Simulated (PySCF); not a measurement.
# How the numerical set-up moves the result for S2 (triplet)

Aim: see how much the energy and properties of S2 (triplet) depend on the numerical set-up.

Method: method and basis as typed in the scripts; program: PySCF 2.14.0.

1 further run of the same task is left out (it didn't finish).

### Step 1. The starting structure

S2 (triplet): 2 atoms, charge 0, spin multiplicity 3.

Bond lengths: S1–S2 1.773 Å.

### Step 2. The base run

Contents of input.py:

```python
from pyscf import gto, dft

mol = gto.M(
    atom='S 0 0 0; S 0 0 1.773',
    basis='6-31g',
    charge=0,
    spin=2,
    verbose=4,
)
mf = dft.UKS(mol, xc='mn15l')
mf.kernel()
mf.analyze()
print('orbital energies (hartree):', [e[max(0, n-3):n+3].round(4) for e, n in zip(mf.mo_energy, mol.nelec)])
```

The run is started by

```
> OMP_NUM_THREADS=1 python input.py
```

The log of this run is left out.

It gives: E(SCF) = -796.085922 Eh, 6 cycles, ⟨S²⟩ = 2.004, μ = 0.00 D.

The bond length is a typed value, not an optimised one. The triplet is typed in the script; nothing here shows that it is the ground state.

### Step 3. Density fitting def2-universal-jkfit

Edit 1 changes density fitting: none → def2-universal-jkfit.

Contents of input.py:

```python
from pyscf import gto, dft

mol = gto.M(
    atom='S 0 0 0; S 0 0 1.773',
    basis='6-31g',
    charge=0,
    spin=2,
    verbose=4,
)
mf = dft.UKS(mol, xc='mn15l')
mf = mf.density_fit(auxbasis='def2-universal-jkfit')
mf.kernel()
mf.analyze()
print('orbital energies (hartree):', [e[max(0, n-3):n+3].round(4) for e, n in zip(mf.mo_energy, mol.nelec)])
```

The run is started by

```
> OMP_NUM_THREADS=1 python input.py
```

### Step 4. Sbkjc (core potential on)

Edit 2 changes basis set: 6-31g → sbkjc; core potential: off → on. The core potential changes with it: totals don't compare.

Contents of input.py:

```python
from pyscf import gto, dft

mol = gto.M(
    atom='S 0 0 0; S 0 0 1.773',
    basis='sbkjc',
    ecp={'S': 'sbkjc'},
    charge=0,
    spin=2,
    verbose=4,
)
mf = dft.UKS(mol, xc='mn15l')
mf.kernel()
mf.mulliken_pop()
mf.dip_moment()
print('orbital energies (hartree):', [e[max(0, n-3):n+3].round(4) for e, n in zip(mf.mo_energy, mol.nelec)])
```

### Step 5. Crenbl (core potential on)

Edit 3 changes basis set: 6-31g → crenbl; core potential: off → on. The core potential changes with it: totals don't compare.

Contents of input.py:

```python
from pyscf import gto, dft

mol = gto.M(
    atom='S 0 0 0; S 0 0 1.773',
    basis='crenbl',
    ecp={'S': 'crenbl'},
    charge=0,
    spin=2,
    verbose=4,
)
mf = dft.UKS(mol, xc='mn15l')
mf.kernel()
mf.mulliken_pop()
mf.dip_moment()
print('orbital energies (hartree):', [e[max(0, n-3):n+3].round(4) for e, n in zip(mf.mo_energy, mol.nelec)])
```

### Step 6. Pcseg-1

Edit 4 changes basis set: 6-31g → pcseg-1.

Changes to input.py since step 2:

```diff
@@ -4,3 +4,3 @@
     atom='S 0 0 0; S 0 0 1.773',
-    basis='6-31g',
+    basis='pcseg-1',
     charge=0,
```

### Step 7. Cartesian functions on

Edit 5 changes Cartesian functions: off → on.

Changes to input.py since step 2:

```diff
@@ -7,2 +7,3 @@
     spin=2,
+    cart=True,
     verbose=4,
```

Before running it: what results should come out? Wanted: for each run, E(SCF); from base; gap, α spin.

The runs gave:

| run | E(SCF) (hartree) | from base (eV) | cycles | gap, α spin (eV) | functions |
| --- | --- | --- | --- | --- | --- |
| base | -796.085922 | 0 | 6 | 6.85 | 26 |
| density fitting def2-universal-jkfit | -796.085945 | -0.0006 | 6 | 6.85 | 26 |
| sbkjc (core potential on) | -20.064463 | not comparable | 7 | 6.48 | 16 |
| crenbl (core potential on) | -20.130871 | not comparable | 7 | 6.68 | 32 |
| pcseg-1 | -796.206090 | -3.2699 | 7 | 6.39 | 36 |
| Cartesian functions on | -796.085922 | 0.0000 | 6 | 6.85 | 26 |

In words: No change of the SCF energy comes from Cartesian functions on. The basis has no d shells, so the Cartesian switch can't act. Of the runs whose energies can be compared, “pcseg-1” moves the SCF energy most (-3.270 eV). pcseg-1 (36 functions) gives an energy 3.27 eV lower than 6-31g (26).
